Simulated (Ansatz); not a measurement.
```yaml
crystal:
  periodic: [false, false, false]
  atoms:
    - {symbol: Cr, position_ang: [0.000000, 0.000000, 0.000000]}
    - {symbol: Cl, position_ang: [0.000000, 0.000000, 2.410000]}
basis:
  gaussian: {orbitals: def2-TZVP}
total_charge: 1
magnetization: {spin_polarized: true, initial_magnetization: 4}
hamiltonian: {xc: pbe0}
relax: {f_tol: 0.004, max_steps: 80}
```

```sh
$ ansatz run in.yaml --threads 1 --pin off --events-out ev --progress --plain --max-ram 2176MiB
```

Steps of the relaxation (energy above the last step; positions in Å, forces in eV/Å):

```
2
step 1, 533.6 meV
Cr    0.000    0.000    0.000    0.000    0.000    2.711
Cl    0.000    0.000    2.410    0.000    0.000   -2.711
```

```
2
step 2, 0.5 meV
Cr    0.000    0.000    0.154    0.000    0.000   -0.134
Cl    0.000    0.000    2.256    0.000    0.000    0.134
```

```
2
step 3, 0.1 meV
Cr    0.000    0.000    0.149    0.000    0.000    0.061
Cl    0.000    0.000    2.261    0.000    0.000   -0.061
```

```
2
step 4, 0.0 meV
Cr    0.000    0.000    0.151    0.000    0.000   -0.004
Cl    0.000    0.000    2.259    0.000    0.000    0.004
```

Close pairs at the end: Cr1–Cl2 2.108 Å.

A stationary point of unrestricted PBE0 after 4 steps, with ⟨S²⟩ = 6.043 against 6.00 for a pure state. 36 s on 1 thread of Arm Neoverse V1, shared host.
